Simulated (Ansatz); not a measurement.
Compare A (`C=CC(N)=O`) with its isomer B (`NCC=C=O`).

Program: Ansatz. Geometries: PBE0-D4/def2-TZVP. ΔE: electronic, gas phase. CCSD(T)/CBS adds triple-zeta CCSD(T) − MP2 to the extrapolated MP2 energy (def2 sets, frozen cores). DFT in def2-TZVPP. B3LYP here is the variant with VWN-RPA as its local correlation; programs differ in this. One conformer a species, not always the lowest.

A:

```xyz
10

C     0.983    1.479    0.341
C     0.299    0.564   -0.329
C    -0.310   -0.595    0.383
N    -0.983   -1.457   -0.421
O    -0.217   -0.761    1.582
H     1.435    2.330   -0.153
H     1.098    1.380    1.415
H     0.168    0.638   -1.405
H    -1.417   -2.261   -0.004
H    -1.057   -1.317   -1.411
```

B:

```xyz
10

N    -0.677   -0.610    1.209
C    -0.502    0.398    0.171
C     0.815    0.248   -0.537
C     0.930   -0.409   -1.663
O     1.019   -0.972   -2.670
H    -1.531   -0.436    1.727
H     0.089   -0.568    1.871
H    -1.318    0.285   -0.547
H    -0.556    1.431    0.544
H     1.731    0.634   -0.105
```

(1) Which is lower in electronic energy at CCSD(T)/CBS, and by how much? (An estimate is asked.)

(2) Give E(B) − E(A) in kJ/mol with B3LYP, LDA (SPW92), r2SCAN-D4, PBE0-D4, HF/def2-TZVPP, MP2/def2-TZVPP, CCSD(T)/def2-SVP. (Estimate.)

(3) Does the order hold for the free energy at 298.15 K (harmonic terms from PBE0-D4)? (An estimate is asked.)

Largest T1 diagnostic: 0.015.

## Answers

(1) Ansatz gave: A, by 102.9 kJ/mol.

(2) Computed: B3LYP 100.8, LDA (SPW92) 104.4, r2SCAN-D4 101.7, PBE0-D4 99.5, HF/def2-TZVPP 109.8, MP2/def2-TZVPP 95.3, CCSD(T)/def2-SVP 106.0. None reverses the order clearly.

(3) Ansatz gave: Yes: G(B) − G(A) = +101.0 kJ/mol, for one conformer each.

From BLYP to BHLYP (50 % exact exchange), in def2-TZVPP and without D4, E(B) − E(A) moves by +10.3 kJ/mol. Leaving LDA and LC-ωPBE aside and taking each functional with its dispersion term where it has one, the values, not all of them listed here, spread over 12.8 kJ/mol, from revPBE-D4 to BHLYP-D4. LDA lies +9.6 kJ/mol from PBE without D4.
